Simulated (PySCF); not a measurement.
Method: PBE-D3(BJ)/def2-TZVP // r2SCAN-D4/def2-TZVP (PySCF). All species are isolated molecules in the gas phase. 

Reference species (SMILES): `C=C=O` (neutral, multiplicity 1).

```
Property          Value
-------------  --------
dipole moment    1.37 D
HOMO           -5.87 eV
```

Changed species: `C#CO`.

### Question
What does the change do to the dipole moment and HOMO?

### Answer
the dipole moment increases by 0.41 D, to 1.78 D; the HOMO falls by 0.10 eV, to -5.97 eV.
